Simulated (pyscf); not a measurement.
`[NH2][BH][OH]` → `[BH]=[NH]` + `[OH2]`, an elimination (singlet surface; B–O, H–N broken, H–O formed). Optimised with ωB97X-D3(BJ)/def2-SVP in PySCF. MP2 and CC: frozen core, UHF for open shells. ΔMP2 is the change of the MP2 total energy from the triple- to the quadruple-zeta basis. Energies in eV from the reactant's lowest minimum found.

GFN2-xTB: tblite. 

Task: In single points GFN2-xTB puts the saddle at 2.77 eV and the reaction energy at +2.18 eV. Should these be trusted to within a few kcal/mol? Compare with CCSD(T)/def2-TZVPP + ΔMP2(QZVPP).

Result: CCSD(T)/def2-TZVPP + ΔMP2(QZVPP) gives ΔE‡ = 2.92 eV and ΔE = +2.61 eV. GFN2-xTB lies 0.14 eV under it in the barrier and 0.43 eV under it in the reaction energy, so on this step it does not hold to within 0.13 eV. CCSD(T)/def2-TZVPP + ΔMP2(QZVPP) has limits of its own. On the product side the descent ends in an adduct with a B–O contact, 0.05 eV over the separated species and 0.13 eV under the saddle at ωB97X-D3(BJ)/def2-TZVP. What is counted as broken (B–O) persists as a longer contact in the product adduct; parting that adduct is a step of its own. The same reactants have a lower exit, to HB=O + NH₃ (barrier +2.14 eV at ωB97M-D3(BJ), against +2.91 eV here). This is the saddle that the search found; another between the same sides may lie lower. The CCSD(T) − MP2 part came from Ansatz, without density fitting, on the same reference.
